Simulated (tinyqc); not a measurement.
RHF in the sto-3g basis, for BH3, spin multiplicity 1, step by step (part 1 of 2). Computed by tinyqc, a small Python program that keeps every step (integrals from PySCF). Settings: charge = 0, multiplicity = 1, basis = sto-3g, energy threshold = 1e-09, iteration cap = 71, orthogonalisation = canonical, start = atomic densities, DIIS depth = 4, shift = 0.5, method = RHF. Command: `OMP_NUM_THREADS=1 python tinyqc.py 30527 30528 out.jsonl` (the two numbers bound the seeds that draw the settings). One thread of a shared host (Intel(R) Xeon(R) Processor @ 2.60GHz), about 0.09 s of CPU time with the checks. Later iterations appear only in the table of the cycle.

## One-electron integrals

Geometry (angstrom):
```
atom        x        y       z
B      0.0000   0.0000  0.0310
H      1.4010   0.0000  0.0000
H     -0.7000   1.2130  0.0000
H     -0.7000  -1.2130  0.0000
```

Basis sto-3g: exponents (1/bohr^2) and contraction coefficients of normalised primitives:
```
element  l (shell)  exponent  coefficient
B            s (1)   48.7911       0.1543
B            s (1)    8.8874       0.5353
B            s (1)    2.4053       0.4446
B            s (2)    2.2370      -0.1000
B            s (2)    0.5198       0.3995
B            s (2)    0.1691       0.7001
B            p (3)    2.2370       0.1559
B            p (3)    0.5198       0.6077
B            p (3)    0.1691       0.3920
H            s (1)    3.4253       0.1543
H            s (1)    0.6239       0.5353
H            s (1)    0.1689       0.4446
```

Overlap, kinetic and nuclear-attraction integrals over the contracted functions; the nuclear repulsion is the sum of Za Zb / Rab.

nuclear repulsion = 6.320079 hartree

overlap S:
```
         1B 1s   1B 2s   1B 2px   1B 2py   1B 2pz    2H 1s    3H 1s    4H 1s
1B 1s   1.0000  0.2693   0.0000   0.0000   0.0000   0.0413   0.0413   0.0413
1B 2s   0.2693  1.0000   0.0000   0.0000   0.0000   0.3729   0.3731   0.3731
1B 2px  0.0000  0.0000   1.0000   0.0000   0.0000   0.4111  -0.2056  -0.2056
1B 2py  0.0000  0.0000   0.0000   1.0000   0.0000   0.0000   0.3562  -0.3562
1B 2pz  0.0000  0.0000   0.0000   0.0000   1.0000  -0.0091  -0.0091  -0.0091
2H 1s   0.0413  0.3729   0.4111   0.0000  -0.0091   1.0000   0.0568   0.0568
3H 1s   0.0413  0.3731  -0.2056   0.3562  -0.0091   0.0568   1.0000   0.0568
4H 1s   0.0413  0.3731  -0.2056  -0.3562  -0.0091   0.0568   0.0568   1.0000
```

kinetic energy T (hartree):
```
          1B 1s    1B 2s   1B 2px   1B 2py   1B 2pz    2H 1s    3H 1s    4H 1s
1B 1s   10.8263  -0.0480   0.0000   0.0000   0.0000  -0.0119  -0.0119  -0.0119
1B 2s   -0.0480   0.3592   0.0000   0.0000   0.0000   0.0446   0.0447   0.0447
1B 2px   0.0000   0.0000   1.1239   0.0000   0.0000   0.1373  -0.0687  -0.0687
1B 2py   0.0000   0.0000   0.0000   1.1239   0.0000   0.0000   0.1191  -0.1191
1B 2pz   0.0000   0.0000   0.0000   0.0000   1.1239  -0.0030  -0.0030  -0.0030
2H 1s   -0.0119   0.0446   0.1373   0.0000  -0.0030   0.7600  -0.0111  -0.0111
3H 1s   -0.0119   0.0447  -0.0687   0.1191  -0.0030  -0.0111   0.7600  -0.0111
4H 1s   -0.0119   0.0447  -0.0687  -0.1191  -0.0030  -0.0111  -0.0111   0.7600
```

nuclear attraction V (hartree):
```
           1B 1s    1B 2s   1B 2px   1B 2py   1B 2pz    2H 1s    3H 1s    4H 1s
1B 1s   -24.2805  -3.4445   0.0000   0.0000   0.0009  -0.5293  -0.5299  -0.5299
1B 2s    -3.4445  -4.8874   0.0000   0.0000   0.0084  -1.5149  -1.5160  -1.5160
1B 2px    0.0000   0.0000  -4.9004   0.0000   0.0000  -1.5659   0.7832   0.7832
1B 2py    0.0000   0.0000   0.0000  -4.9005   0.0000   0.0000  -1.3572   1.3572
1B 2pz    0.0009   0.0084   0.0000   0.0000  -4.7687   0.0359   0.0360   0.0360
2H 1s    -0.5293  -1.5149  -1.5659   0.0000   0.0359  -3.5394  -0.2204  -0.2204
3H 1s    -0.5299  -1.5160   0.7832  -1.3572   0.0360  -0.2204  -3.5400  -0.2205
4H 1s    -0.5299  -1.5160   0.7832   1.3572   0.0360  -0.2204  -0.2205  -3.5400
```

core Hamiltonian H = T + V (hartree):
```
           1B 1s    1B 2s   1B 2px   1B 2py   1B 2pz    2H 1s    3H 1s    4H 1s
1B 1s   -13.4542  -3.4925   0.0000   0.0000   0.0009  -0.5413  -0.5419  -0.5419
1B 2s    -3.4925  -4.5283   0.0000   0.0000   0.0084  -1.4703  -1.4714  -1.4714
1B 2px    0.0000   0.0000  -3.7765   0.0000   0.0000  -1.4286   0.7145   0.7145
1B 2py    0.0000   0.0000   0.0000  -3.7766   0.0000   0.0000  -1.2381   1.2381
1B 2pz    0.0009   0.0084   0.0000   0.0000  -3.6448   0.0329   0.0329   0.0329
2H 1s    -0.5413  -1.4703  -1.4286   0.0000   0.0329  -2.7793  -0.2315  -0.2315
3H 1s    -0.5419  -1.4714   0.7145  -1.2381   0.0329  -0.2315  -2.7800  -0.2315
4H 1s    -0.5419  -1.4714   0.7145   1.2381   0.0329  -0.2315  -0.2315  -2.7800
```

## Two-electron integrals

Functions are numbered as in S; the eight-fold symmetry (ij|kl) = (ji|kl) = (kl|ij) leaves the list below.

Two-electron integrals (ij|kl) in chemists' order, unique and non-zero (hartree):
```
(11|11) 2.9235      (21|11) 0.5184      (21|21) 0.1093      (22|11) 0.7442
(22|21) 0.1932      (22|22) 0.5448      (31|31) 0.0203      (32|31) 0.0300
(32|32) 0.1203      (33|11) 0.7425      (33|21) 0.1932      (33|22) 0.5447
(33|33) 0.5868      (41|41) 0.0203      (42|41) 0.0300      (42|42) 0.1203
(43|43) 0.0316      (44|11) 0.7425      (44|21) 0.1932      (44|22) 0.5447
(44|33) 0.5235      (44|44) 0.5868      (51|51) 0.0203      (52|51) 0.0300
(52|52) 0.1203      (53|53) 0.0316      (54|54) 0.0316      (55|11) 0.7425
(55|21) 0.1932      (55|22) 0.5447      (55|33) 0.5235      (55|44) 0.5235
(55|55) 0.5868      (61|11) 0.0790      (61|21) 0.0166      (61|22) 0.0295
(61|31) 0.0012      (61|32) 0.0022      (61|33) 0.0298      (61|44) 0.0293
(61|51) -2.60e-05   (61|52) -4.83e-05   (61|53) -9.44e-06   (61|55) 0.0293
(61|61) 0.0026      (62|11) 0.2069      (62|21) 0.0546      (62|22) 0.1717
(62|31) 0.0060      (62|32) 0.0378      (62|33) 0.1816      (62|44) 0.1666
(62|51) -1.32e-04   (62|52) -0.0008     (62|53) -3.32e-04   (62|55) 0.1666
(62|61) 0.0089      (62|62) 0.0775      (63|11) 0.2004      (63|21) 0.0536
(63|22) 0.1776      (63|31) 0.0102      (63|32) 0.0604      (63|33) 0.1960
(63|44) 0.1682      (63|51) -1.11e-04   (63|52) -0.0008     (63|53) -4.63e-04
(63|55) 0.1683      (63|61) 0.0091      (63|62) 0.0936      (63|63) 0.1188
(64|41) 0.0052      (64|42) 0.0250      (64|43) 0.0069      (64|54) -1.52e-04
(64|64) 0.0081      (65|11) -0.0044     (65|21) -0.0012     (65|22) -0.0039
(65|31) -1.11e-04   (65|32) -0.0008     (65|33) -0.0040     (65|44) -0.0037
(65|51) 0.0052      (65|52) 0.0251      (65|53) 0.0069      (65|55) -0.0040
(65|61) -2.01e-04   (65|62) -0.0021     (65|63) -0.0025     (65|65) 0.0081
(66|11) 0.3750      (66|21) 0.1008      (66|22) 0.3594      (66|31) 0.0126
(66|32) 0.1079      (66|33) 0.4004      (66|44) 0.3387      (66|51) -2.80e-04
(66|52) -0.0024     (66|53) -0.0014     (66|55) 0.3387      (66|61) 0.0166
(66|62) 0.2133      (66|63) 0.2788      (66|65) -0.0062     (66|66) 0.7746
(71|11) 0.0791      (71|21) 0.0166      (71|22) 0.0295      (71|31) -0.0006
(71|32) -0.0011     (71|33) 0.0295      (71|41) 0.0010      (71|42) 0.0019
(71|43) -1.85e-04   (71|44) 0.0297      (71|51) -2.60e-05   (71|52) -4.84e-05
(71|53) 4.73e-06    (71|54) -8.19e-06   (71|55) 0.0294      (71|61) 0.0025
(71|62) 0.0081      (71|63) 0.0078      (71|64) 3.12e-04    (71|65) -1.85e-04
(71|66) 0.0149      (71|71) 0.0026      (72|11) 0.2071      (72|21) 0.0547
(72|22) 0.1718      (72|31) -0.0030     (72|32) -0.0189     (72|33) 0.1705
(72|41) 0.0052      (72|42) 0.0328      (72|43) -0.0065     (72|44) 0.1780
(72|51) -1.33e-04   (72|52) -0.0008     (72|53) 1.66e-04    (72|54) -2.88e-04
(72|55) 0.1667      (72|61) 0.0081      (72|62) 0.0493      (72|63) 0.0482
(72|64) 0.0058      (72|65) -0.0013     (72|66) 0.1020      (72|71) 0.0089
(72|72) 0.0776      (73|11) -0.1002     (73|21) -0.0268     (73|22) -0.0888
(73|31) 0.0065      (73|32) 0.0339      (73|33) -0.0928     (73|41) -0.0022
(73|42) -0.0153     (73|43) 0.0090      (73|44) -0.0894     (73|51) 5.53e-05
(73|52) 3.91e-04    (73|53) -2.30e-04   (73|54) 1.35e-04    (73|55) -0.0841
(73|61) -0.0036     (73|62) -0.0190     (73|63) -0.0149     (73|64) -0.0015
(73|65) 4.92e-04    (73|66) -0.0359     (73|71) -0.0045     (73|72) -0.0468
(73|73) 0.0358      (74|11) 0.1737      (74|21) 0.0464      (74|22) 0.1539
(74|31) -0.0022     (74|32) -0.0153     (74|33) 0.1488      (74|41) 0.0090
(74|42) 0.0516      (74|43) -0.0087     (74|44) 0.1669      (74|51) -9.58e-05
(74|52) -0.0007     (74|53) 1.35e-04    (74|54) -3.86e-04   (74|55) 0.1458
(74|61) 0.0069      (74|62) 0.0446      (74|63) 0.0436      (74|64) 0.0093
(74|65) -0.0011     (74|66) 0.0932      (74|71) 0.0079      (74|72) 0.0812
(74|73) -0.0480     (74|74) 0.0912      (75|11) -0.0044     (75|21) -0.0012
(75|22) -0.0039     (75|31) 5.53e-05    (75|32) 3.91e-04    (75|33) -0.0038
(75|41) -9.58e-05   (75|42) -0.0007     (75|43) 1.35e-04    (75|44) -0.0040
(75|51) 0.0052      (75|52) 0.0251      (75|53) -0.0034     (75|54) 0.0060
(75|55) -0.0040     (75|61) -1.85e-04   (75|62) -0.0013     (75|63) -0.0012
(75|64) -1.46e-04   (75|65) 0.0046      (75|66) -0.0028     (75|71) -2.01e-04
(75|72) -0.0021     (75|73) 0.0012      (75|74) -0.0021     (75|75) 0.0081
(76|11) 0.0302      (76|21) 0.0080      (76|22) 0.0255      (76|31) 3.73e-04
(76|32) 0.0024      (76|33) 0.0257      (76|41) 0.0006      (76|42) 0.0042
(76|43) 2.65e-04    (76|44) 0.0260      (76|51) -3.30e-05   (76|52) -2.13e-04
(76|53) -3.18e-05   (76|54) -5.50e-05   (76|55) 0.0247      (76|61) 0.0013
(76|62) 0.0097      (76|63) 0.0109      (76|64) 0.0011      (76|65) -2.82e-04
(76|66) 0.0238      (76|71) 0.0013      (76|72) 0.0097      (76|73) -0.0045
(76|74) 0.0100      (76|75) -2.82e-04   (76|76) 0.0016      (77|11) 0.3752
(77|21) 0.1009      (77|22) 0.3595      (77|31) -0.0063     (77|32) -0.0540
(77|33) 0.3542      (77|41) 0.0110      (77|42) 0.0935      (77|43) -0.0267
(77|44) 0.3851      (77|51) -2.80e-04   (77|52) -0.0024     (77|53) 0.0007
(77|54) -0.0012     (77|55) 0.3388      (77|61) 0.0149      (77|62) 0.1020
(77|63) 0.0986      (77|64) 0.0155      (77|65) -0.0028     (77|66) 0.2180
(77|71) 0.0166      (77|72) 0.2134      (77|73) -0.1394     (77|74) 0.2416
(77|75) -0.0062     (77|76) 0.0238      (77|77) 0.7746      (81|11) 0.0791
(81|21) 0.0166      (81|22) 0.0295      (81|31) -0.0006     (81|32) -0.0011
(81|33) 0.0295      (81|41) -0.0010     (81|42) -0.0019     (81|43) 1.85e-04
(81|44) 0.0297      (81|51) -2.60e-05   (81|52) -4.84e-05   (81|53) 4.73e-06
(81|54) 8.19e-06    (81|55) 0.0294      (81|61) 0.0025      (81|62) 0.0081
(81|63) 0.0078      (81|64) -3.12e-04   (81|65) -1.85e-04   (81|66) 0.0149
(81|71) 0.0025      (81|72) 0.0081      (81|73) -0.0042     (81|74) 0.0066
(81|75) -1.85e-04   (81|76) 0.0012      (81|77) 0.0149      (81|81) 0.0026
(82|11) 0.2071      (82|21) 0.0547      (82|22) 0.1718      (82|31) -0.0030
(82|32) -0.0189     (82|33) 0.1705      (82|41) -0.0052     (82|42) -0.0328
(82|43) 0.0065      (82|44) 0.1780      (82|51) -1.33e-04   (82|52) -0.0008
(82|53) 1.66e-04    (82|54) 2.88e-04    (82|55) 0.1667      (82|61) 0.0081
(82|62) 0.0493      (82|63) 0.0482      (82|64) -0.0058     (82|65) -0.0013
(82|66) 0.1020      (82|71) 0.0081      (82|72) 0.0494      (82|73) -0.0291
(82|74) 0.0388      (82|75) -0.0013     (82|76) 0.0068      (82|77) 0.1021
(82|81) 0.0089      (82|82) 0.0776      (83|11) -0.1002     (83|21) -0.0268
(83|22) -0.0888     (83|31) 0.0065      (83|32) 0.0339      (83|33) -0.0928
(83|41) 0.0022      (83|42) 0.0153      (83|43) -0.0090     (83|44) -0.0894
(83|51) 5.53e-05    (83|52) 3.91e-04    (83|53) -2.30e-04   (83|54) -1.35e-04
(83|55) -0.0841     (83|61) -0.0036     (83|62) -0.0190     (83|63) -0.0149
(83|64) 0.0015      (83|65) 4.92e-04    (83|66) -0.0359     (83|71) -0.0042
(83|72) -0.0291     (83|73) 0.0214      (83|74) -0.0226     (83|75) 0.0007
(83|76) -0.0032     (83|77) -0.0627     (83|81) -0.0045     (83|82) -0.0468
(83|83) 0.0358      (84|11) -0.1737     (84|21) -0.0464     (84|22) -0.1539
(84|31) 0.0022      (84|32) 0.0153      (84|33) -0.1488     (84|41) 0.0090
(84|42) 0.0516      (84|43) -0.0087     (84|44) -0.1669     (84|51) 9.58e-05
(84|52) 0.0007      (84|53) -1.35e-04   (84|54) -3.86e-04   (84|55) -0.1458
(84|61) -0.0069     (84|62) -0.0446     (84|63) -0.0436     (84|64) 0.0093
(84|65) 0.0011      (84|66) -0.0932     (84|71) -0.0066     (84|72) -0.0388
(84|73) 0.0226      (84|74) -0.0271     (84|75) 0.0010      (84|76) -0.0056
(84|77) -0.0777     (84|81) -0.0079     (84|82) -0.0812     (84|83) 0.0480
(84|84) 0.0912      (85|11) -0.0044     (85|21) -0.0012     (85|22) -0.0039
(85|31) 5.53e-05    (85|32) 3.91e-04    (85|33) -0.0038     (85|41) 9.58e-05
(85|42) 0.0007      (85|43) -1.35e-04   (85|44) -0.0040     (85|51) 0.0052
(85|52) 0.0251      (85|53) -0.0034     (85|54) -0.0060     (85|55) -0.0040
(85|61) -1.85e-04   (85|62) -0.0013     (85|63) -0.0012     (85|64) 1.46e-04
(85|65) 0.0046      (85|66) -0.0028     (85|71) -1.85e-04   (85|72) -0.0013
(85|73) 0.0007      (85|74) -0.0010     (85|75) 0.0046      (85|76) -1.94e-04
(85|77) -0.0028     (85|81) -2.01e-04   (85|82) -0.0021     (85|83) 0.0012
(85|84) 0.0021      (85|85) 0.0081      (86|11) 0.0302      (86|21) 0.0080
(86|22) 0.0255      (86|31) 3.73e-04    (86|32) 0.0024      (86|33) 0.0257
(86|41) -0.0006     (86|42) -0.0042     (86|43) -2.65e-04   (86|44) 0.0260
(86|51) -3.30e-05   (86|52) -2.13e-04   (86|53) -3.18e-05   (86|54) 5.50e-05
(86|55) 0.0247      (86|61) 0.0013      (86|62) 0.0097      (86|63) 0.0109
(86|64) -0.0011     (86|65) -2.82e-04   (86|66) 0.0238      (86|71) 0.0012
(86|72) 0.0068      (86|73) -0.0032     (86|74) 0.0056      (86|75) -1.94e-04
(86|76) 0.0012      (86|77) 0.0139      (86|81) 0.0013      (86|82) 0.0097
(86|83) -0.0045     (86|84) -0.0100     (86|85) -2.82e-04   (86|86) 0.0016
(87|11) 0.0303      (87|21) 0.0080      (87|22) 0.0255      (87|31) -0.0007
(87|32) -0.0048     (87|33) 0.0262      (87|44) 0.0256      (87|51) -3.30e-05
(87|52) -2.13e-04   (87|53) 6.36e-05    (87|55) 0.0247      (87|61) 0.0012
(87|62) 0.0068      (87|63) 0.0064      (87|65) -1.94e-04   (87|66) 0.0139
(87|71) 0.0013      (87|72) 0.0097      (87|73) -0.0064     (87|74) 0.0089
(87|75) -2.82e-04   (87|76) 0.0012      (87|77) 0.0238      (87|81) 0.0013
(87|82) 0.0097      (87|83) -0.0064     (87|84) -0.0089     (87|85) -2.82e-04
(87|86) 0.0012      (87|87) 0.0016      (88|11) 0.3752      (88|21) 0.1009
(88|22) 0.3595      (88|31) -0.0063     (88|32) -0.0540     (88|33) 0.3542
(88|41) -0.0110     (88|42) -0.0935     (88|43) 0.0267      (88|44) 0.3851
(88|51) -2.80e-04   (88|52) -0.0024     (88|53) 0.0007      (88|54) 0.0012
(88|55) 0.3388      (88|61) 0.0149      (88|62) 0.1020      (88|63) 0.0986
(88|64) -0.0155     (88|65) -0.0028     (88|66) 0.2180      (88|71) 0.0149
(88|72) 0.1021      (88|73) -0.0627     (88|74) 0.0777      (88|75) -0.0028
(88|76) 0.0139      (88|77) 0.2180      (88|81) 0.0166      (88|82) 0.2134
(88|83) -0.1394     (88|84) -0.2416     (88|85) -0.0062     (88|86) 0.0238
(88|87) 0.0238      (88|88) 0.7746
```

## Orthogonalisation

S = U s U^T; canonical form X = U s^(-1/2), so that X^T S X = 1. Each column of U has its largest component positive (the first on a tie).

eigenvalues of S: 0.3696  0.4670  0.4673  0.9650  1.0010  1.4759  1.4762  1.7780

X:
```
              1        2        3        4        5        6        7        8
1B 1s   -0.4061   0.0000  -0.0005   0.9261   0.1574   0.0001   0.0000   0.2207
1B 2s    1.2221   0.0000   0.0011  -0.0182   0.0180   0.0002   0.0000   0.5016
1B 2px  -0.0012   0.0000   1.0049   0.0001   0.0000   0.5982   0.0000  -0.0002
1B 2py   0.0000   1.0052   0.0000   0.0000   0.0000   0.0000   0.5981   0.0000
1B 2pz  -0.0256   0.0000   0.0000  -0.1733   0.9847   0.0000   0.0000  -0.0104
2H 1s   -0.5894   0.0000  -0.8687  -0.2223  -0.0379   0.4618   0.0000   0.2954
3H 1s   -0.5911  -0.7520   0.4334  -0.2223  -0.0379  -0.2307   0.3998   0.2956
4H 1s   -0.5911   0.7520   0.4334  -0.2223  -0.0379  -0.2307  -0.3998   0.2956
```

## Starting guess

The start is atomic minimal-basis densities projected into this basis (PySCF's MINAO start) and scaled to the electron count of each spin; this density is not idempotent, so its energy is not variational and may lie below the converged one.

D at the start:
```
          1B 1s    1B 2s   1B 2px   1B 2py   1B 2pz    2H 1s    3H 1s    4H 1s
1B 1s    2.1647  -0.5225   0.0000   0.0000  -0.0011  -0.0372  -0.0373  -0.0373
1B 2s   -0.5225   1.9581   0.0000   0.0000   0.0033   0.1354   0.1354   0.1354
1B 2px   0.0000   0.0000   0.2730   0.0000   0.0000   0.0566  -0.0283  -0.0283
1B 2py   0.0000   0.0000   0.0000   0.2729   0.0000   0.0000   0.0490  -0.0490
1B 2pz  -0.0011   0.0033   0.0000   0.0000   0.3199  -0.0010  -0.0010  -0.0010
2H 1s   -0.0372   0.1354   0.0566   0.0000  -0.0010   0.9508   0.0204   0.0204
3H 1s   -0.0373   0.1354  -0.0283   0.0490  -0.0010   0.0204   0.9507   0.0204
4H 1s   -0.0373   0.1354  -0.0283  -0.0490  -0.0010   0.0204   0.0204   0.9507
```

## Iteration 1: building the Fock matrix

J_ij = sum D_kl (ij|kl), K_ij = sum D_kl (ik|jl); F = H + J - 0.5 K; E = tr D H + tr D J / 2 - 0.25 tr D K + E_nn.

Coulomb J (hartree):
```
          1B 1s    1B 2s   1B 2px   1B 2py   1B 2pz    2H 1s    3H 1s    4H 1s
1B 1s    9.1792   1.9010   0.0000   0.0000  -0.0008   0.2903   0.2906   0.2906
1B 2s    1.9010   4.1694   0.0000   0.0000  -0.0072   1.3405   1.3414   1.3414
1B 2px   0.0000   0.0000   4.1967   0.0000   0.0000   1.4056  -0.7030  -0.7030
1B 2py   0.0000   0.0000   0.0000   4.1967   0.0000   0.0000   1.2182  -1.2182
1B 2pz  -0.0008  -0.0072   0.0000   0.0000   4.1008  -0.0323  -0.0323  -0.0323
2H 1s    0.2903   1.3405   1.4056   0.0000  -0.0323   3.0374   0.1978   0.1978
3H 1s    0.2906   1.3414  -0.7030   1.2182  -0.0323   0.1978   3.0380   0.1978
4H 1s    0.2906   1.3414  -0.7030  -1.2182  -0.0323   0.1978   0.1978   3.0380
```

exchange K (hartree):
```
          1B 1s    1B 2s   1B 2px   1B 2py   1B 2pz    2H 1s    3H 1s    4H 1s
1B 1s    6.0222   1.1173   0.0000   0.0000  -0.0008   0.1895   0.1897   0.1897
1B 2s    1.1173   1.5731  -0.0001   0.0000  -0.0066   0.6691   0.6696   0.6696
1B 2px   0.0000  -0.0001   0.6752   0.0000   0.0000   0.4361  -0.2181  -0.2181
1B 2py   0.0000   0.0000   0.0000   0.6754   0.0000   0.0000   0.3780  -0.3780
1B 2pz  -0.0008  -0.0066   0.0000   0.0000   0.4985  -0.0105  -0.0105  -0.0105
2H 1s    0.1895   0.6691   0.4361   0.0000  -0.0105   1.0189   0.1725   0.1725
3H 1s    0.1897   0.6696  -0.2181   0.3780  -0.0105   0.1725   1.0192   0.1726
4H 1s    0.1897   0.6696  -0.2181  -0.3780  -0.0105   0.1725   0.1726   1.0192
```

Fock matrix F (hartree):
```
          1B 1s    1B 2s   1B 2px   1B 2py  1B 2pz    2H 1s    3H 1s    4H 1s
1B 1s   -7.2861  -2.1501   0.0000   0.0000  0.0005  -0.3458  -0.3462  -0.3462
1B 2s   -2.1501  -1.1454   0.0001   0.0000  0.0045  -0.4644  -0.4647  -0.4647
1B 2px   0.0000   0.0001   0.0826   0.0000  0.0000  -0.2410   0.1205   0.1205
1B 2py   0.0000   0.0000   0.0000   0.0824  0.0000   0.0000  -0.2089   0.2089
1B 2pz   0.0005   0.0045   0.0000   0.0000  0.2067   0.0059   0.0059   0.0059
2H 1s   -0.3458  -0.4644  -0.2410   0.0000  0.0059  -0.2514  -0.1200  -0.1200
3H 1s   -0.3462  -0.4647   0.1205  -0.2089  0.0059  -0.1200  -0.2516  -0.1200
4H 1s   -0.3462  -0.4647   0.1205   0.2089  0.0059  -0.1200  -0.1200  -0.2516
```

total energy of this density = -25.608099 hartree

This density is the starting one; it is not idempotent, so its energy is not variational and may lie below the converged one.
